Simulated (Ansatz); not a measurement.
System: anatase TiO₂ (metastable phase). Method: PBE0 (Ansatz, a quantum-chemistry and plane-wave program, PAW).

Run with plane-wave cutoff 520 eV, 8×8×8 k mesh, no spin polarisation, scalar-relativistic PAW data made under PBE.

Computed at the level's own relaxed cell.

Hill averages of the elastic tensor: K = 208.8 GPa, G = 64.8 GPa. Volume 11.291 Å³/atom, mean atomic mass 26.622 u.

Task: Work out the density, the sound velocities of a polycrystal and the elastic Debye temperature at this level.

Result: ρ = 1.66054 × 26.622/11.291 = 3.915 g/cm³. v_l = √[(K + 4G/3)/ρ] = 8.683 km/s and v_t = √(G/ρ) = 4.068 km/s. The mean follows from 3/v_m³ = 1/v_l³ + 2/v_t³: v_m = 4.580 km/s. Θ_D = (ħ/k_B) v_m (6π²/V)^(1/3) = 76.38 K Å s/km × 4.580 × 1.7374 Å⁻¹ = 608 K, counting all atoms of the cell.
